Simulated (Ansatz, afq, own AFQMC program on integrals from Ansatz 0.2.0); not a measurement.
# Breaking P1–H3 in P₂H₄, singlet

| atom | x (Å) | y (Å) | z (Å) |
| --- | --- | --- | --- |
| P | 0.3677 | -1.0579 | -0.0828 |
| P | -0.3679 | 1.0582 | 0.0790 |
| H | -0.4999 | -1.5307 | 0.9515 |
| H | -0.5751 | -1.4009 | -1.1025 |
| H | 0.5053 | 1.5335 | -0.9496 |
| H | 0.5698 | 1.3978 | 1.1044 |

Products: P2H3 (doublet; PH–PH2) and H (doublet), each relaxed with PBE0/def2-SVP like the molecule; electronic energies without zero-point terms. Determinants: RHF, UHF and UHF in that order.

Basis def2-TZVP. Noble-gas cores (and the filled d shells of Ga–Kr and In–Xe) are frozen. Integrals, coupled cluster, full CI and functionals: Ansatz 0.2.0; the random walks run on the same integrals in our own AFQMC program. The CISD trial takes its coefficients from CCSD amplitudes. Released means that phaseless walkers are propagated on without the constraint, phases kept. Error bars are statistical, one sigma. The errors of all members are added in quadrature.

No full CI on the walks' own integrals is used here; CCSDT(Q) serves as the reference and is uncertain by about the last step of the cluster series. Each member takes its own surest rung, up to full CI.

The best estimate is CCSD(T) at the basis-set limit (CBS: def2-TZVPP and def2-QZVPP, with their diffuse functions for anions and beside diffuse sets, CCSD(T) itself extrapolated) plus the step from CCSD(T) to CCSDT(Q) in def2-TZVP. Rows without CBS are in def2-TZVP; B2PLYP and the wave-function rows carry a basis error of their own. Core correlation and relativity beyond core potentials are missing, and ± holds the sampling alone.

Cautions: P₂H₃ (doublet): its ph-AFQMC/CISD value lies 17 ± 6 meV above CCSDT(Q).

```json
{"level": "PBE0", "bond energy (eV)": "3.446"}
{"level": "r2SCAN", "bond energy (eV)": "3.439"}
{"level": "B3LYP", "bond energy (eV)": "3.517"}
```

Question: From these cheaper values, estimate the bond energy at the level of the best estimate.

Answer: 3.611 eV (best estimate, highest rung CCSDT(Q)).

```json
{"level": "HF", "bond energy (eV)": "2.616", "error against the best estimate (eV)": "-0.995"}
{"level": "MP2", "bond energy (eV)": "3.411", "error against the best estimate (eV)": "-0.200"}
{"level": "CCSD", "bond energy (eV)": "3.456", "error against the best estimate (eV)": "-0.155"}
{"level": "CCSD(T)", "bond energy (eV)": "3.474", "error against the best estimate (eV)": "-0.137"}
{"level": "CCSDT", "bond energy (eV)": "3.468", "error against the best estimate (eV)": "-0.142"}
{"level": "CCSDT(Q)", "bond energy (eV)": "3.469", "error against the best estimate (eV)": "-0.142"}
{"level": "ph-AFQMC/CISD", "bond energy (eV)": "3.476 ± 0.008", "error against the best estimate (eV)": "-0.135 ± 0.008"}
{"level": "released AFQMC", "bond energy (eV)": "3.471 ± 0.013", "error against the best estimate (eV)": "-0.140 ± 0.013"}
{"level": "HF/CBS", "bond energy (eV)": "2.616", "error against the best estimate (eV)": "-0.995"}
{"level": "MP2/CBS", "bond energy (eV)": "3.582", "error against the best estimate (eV)": "-0.029"}
{"level": "CCSD(T)/CBS", "bond energy (eV)": "3.616", "error against the best estimate (eV)": "0.005"}
{"level": "PBE", "bond energy (eV)": "3.437", "error against the best estimate (eV)": "-0.174"}
{"level": "wB97M-V", "bond energy (eV)": "3.626", "error against the best estimate (eV)": "0.015"}
{"level": "B2PLYP", "bond energy (eV)": "3.492", "error against the best estimate (eV)": "-0.119"}
```

Correlation beyond CCSD(T) takes off 0.005 eV. Going to the basis-set limit adds 0.142 eV at CCSD(T). The perturbative (T) step is worth +0.018 eV. The functionals spread over 0.189 eV; wB97M-V comes nearest and PBE is 0.174 eV too low.

Best estimates are given only where the step beyond CCSD(T) is under 0.3 eV and no member's determinant is very poor (T1 over 0.05, or 0.07 for open shells, ⟨S²⟩ too high by 0.3, two states mixed), so the hardest cases are missing from such tables.

The functionals ran in a triple-zeta set and keep a basis error of their own, a few kJ/mol for each bond in atomization energies and more for double hybrids, so close places among them and the extrapolated levels can swap.

CCSDT and higher add their correlation energy to the determinant of the CCSD(T) run, since their own runs factorise the integrals more tightly (a shift of under 2 meV). Each member of a difference takes its own highest rung, so a best estimate needn't equal the limit plus the step of one row. Released energies are given only where the last usable release times agree within the noise; a slower fall can still hide under it.
